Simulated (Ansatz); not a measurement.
# SiH₂F+ (singlet): wave-function methods side by side, cc-pVDZ

An exercise on one series of results from a longer session: the logs are not shown, and one member is left open.

Program: Ansatz 0.2.0, Gaussian basis. Level of theory: cc-pVDZ, core rule «outside noble gas», up to 6 orbitals frozen. These are calculated values, not measurements.

To be run: UHF; CCSD(T) on RHF; BCCD(T) on RHF; CISD; CCSDT(Q) on RHF.

36 further runs of the same task are left out: 13 for a known fault of the program, 8 that didn't finish, 15 set aside as unsound or not needed. Runs told in other sessions of the task aren't counted.

### The system

The geometry is a PBE0/def2-TZVP stationary point (not a proven minimum) of the parent state, kept for this charge and spin.

4 atoms, charge 1, spin multiplicity 1.

Atoms are counted from 1 here; the program's logs count them from 0.

Bond lengths: Si1–F2 1.599 Å, Si1–H3 1.463 Å, Si1–H4 1.463 Å. Angles: F2–Si1–H3 115.4°, F2–Si1–H4 115.4°, H3–Si1–H4 129.1°.

Set-up of the first run:

File in.yaml:

```yaml
crystal:
  periodic: [false, false, false]
  atoms:
    - {symbol: Si, position_ang: [0.000000, 0.000000, 0.593067]}
    - {symbol: F, position_ang: [0.000000, 0.000000, -1.006354]}
    - {symbol: H, position_ang: [0.000000, 1.321394, 1.221565]}
    - {symbol: H, position_ang: [0.000000, -1.321394, 1.221565]}
basis:
  gaussian: {orbitals: cc-pVDZ}
total_charge: 1
magnetization: {spin_polarized: true, initial_magnetization: 0}
hamiltonian: {xc: hf}
output: {orbitals: {seedname: orbitals}}
```

The run is started by

```bash
$ ansatz run in.yaml --threads 1 --pin off --events-out ev --progress --plain --max-ram 2393MiB
```

Among the steps run: UHF; CCSD(T) on RHF; BCCD(T) on RHF; CISD; CCSDT(Q) on RHF.

One table of the session follows, with a row left open; its other results are not shown here.

```
   method  from RCCSDT(Q) (kcal/mol)
      RHF                    +185.08
     RMP2                          ?
     CISD                     +15.91
    RCCSD                      +4.15
 RCCSD(T)                      +0.73
  BCCD(T)                      +0.62
   RCCSDT                      +0.38
RCCSDT(Q)                          0
```

Estimate the missing values for RMP2.

The run gave: from RCCSDT(Q) (kcal/mol): +14.86. In the column «from RCCSDT(Q) (kcal/mol)» it lies between RCCSD (+4.15) and CISD (+15.91).
